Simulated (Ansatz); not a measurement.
System: tetradymite Bi₂Te₃. Method: PBE-D4 (Ansatz, an electronic-structure program, plane waves, PAW).

Run with plane-wave cutoff 520 eV, 10×10×10 k mesh, Fermi–Dirac smearing 0.01 eV, scalar-relativistic PAW data made under PBE.

Cell (relaxed at this level):

```xyz
5
Lattice="10.1792 -2.1926 -0.0093 10.1792 2.1926 -0.0093 9.7104 0.0000 3.7594" Properties=species:S:1:pos:R:3 pbc="T T T"
Bi    12.0311     0.0000     1.4968
Bi    18.0378     0.0000     2.2440
Te     0.0000     0.0000     0.0000
Te     6.2972     0.0000     0.7834
Te    23.7717     0.0000     2.9574
```

Task: Predict the bulk modulus B0 and band gap.

Result: 
bulk modulus B0: 37.2 GPa
band gap: 0.26 eV

Measured, for comparison: bulk modulus 37 GPa (temperature not stated, not corrected to a static lattice, our sources range from 32.5 to 39.5; as tabulated in Toher et al. (2017), arXiv:1611.05714). Computed (rounded) less measured: bulk modulus not scored (sources differ).

Note: the bulk modulus comes from volumes at which shape and atoms were relaxed.

Spin–orbit coupling is not included; it can close the smallest gap of 0.26 eV.

Cost on a shared machine: roughly 23 core-minutes.
